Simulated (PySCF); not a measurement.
**Highest orbital energy against ionisation energy along group 14**

Calculated with PySCF 2.14, no spin-orbit coupling. Each cell gives −ε(HOMO) / ΔSCF in eV; NIST values include spin-orbit coupling, (s) semi-empirical, (t) theoretical.

```
                          species              UHF             LDA             PBE            PBE0          r2SCAN  NIST (lowest levels)
 C (dyall-av2z, non-relativistic)  11.943 / 10.806  6.128 / 11.695  6.099 / 11.547  7.652 / 11.520  6.573 / 11.675                11.260
Si (dyall-av2z, non-relativistic)    8.192 / 7.649   4.586 / 8.242   4.614 / 8.199   5.636 / 8.221   4.938 / 8.332                 8.152
Ge (dyall-av2z, non-relativistic)    7.923 / 7.448   4.455 / 8.047   4.430 / 7.920   5.435 / 7.954   4.756 / 8.087                 7.899
Sn (dyall-av2z, non-relativistic)    7.324 / 6.915   4.251 / 7.475   4.202 / 7.323   5.118 / 7.372   4.502 / 7.475                 7.344
```

Task: How far is −ε(HOMO) from ΔSCF on average for each method, and why?

Result: UHF 0.64 eV; LDA -4.01 eV; PBE -3.91 eV; PBE0 -2.81 eV; r2SCAN -3.70 eV. Hartree-Fock orbital energies lack relaxation and so exceed the ΔSCF value; semilocal functionals have convex E(N) from self-interaction, so their HOMO lies far too high; exact exchange moves hybrids part of the way back.
